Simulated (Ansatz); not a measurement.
This geometry of H₅S₂Si (8 atoms, charge 1, multiplicity 1) is a first-order saddle point.

Method: RKS PBE-D4/6-31G* (Ansatz).

```xyz
8
Properties=species:S:1:pos:R:3
Si -0.861 1.104 -0.490
S 0.543 0.145 1.005
S 1.221 -1.649 -0.157
H -1.825 0.041 -0.888
H 0.018 1.591 -1.585
H -1.403 2.151 0.420
H 2.198 -1.962 0.746
H 0.108 -1.421 0.949
```

Task: Which two structures does it join? (They come from a converged band through this point; their orientation in space is the band's.)

Result: Bonds broken: S3–H8. Bonds formed: S2–H8.

Image 0:

```xyz
8
Properties=species:S:1:pos:R:3
Si -0.874 1.184 -0.578
S 0.233 0.239 1.126
S 0.950 -1.523 0.211
H -1.967 0.255 -0.982
H 0.110 1.458 -1.662
H -1.326 2.389 0.174
H 2.269 -1.521 0.585
H 0.604 -2.482 1.127
```

Image 6:

```xyz
8
Properties=species:S:1:pos:R:3
Si -0.831 1.007 -0.500
S 0.541 -0.185 0.915
S 1.221 -1.768 -0.304
H -1.663 -0.031 -1.166
H 0.193 1.669 -1.346
H -1.533 1.865 0.493
H 2.477 -1.747 0.226
H -0.405 -0.809 1.683
```

Task: How far does it lie above each of them?

Result: 1.13 eV above the first and 1.32 eV above the second. This is the barrier of this one path; another mechanism may lie lower. The orbitals stay closed-shell, which can raise the energy where a bond breaks towards radicals; this wasn't checked here. Limits of this set-up: the dipole of an ion depends on the origin.

Time of the run: 120 s on 1 thread of Intel(R) Xeon(R) Platinum 8259CL CPU @ 2.50GHz (Skylake/Cascade Lake) (shared host), peak memory 0.14 GiB.
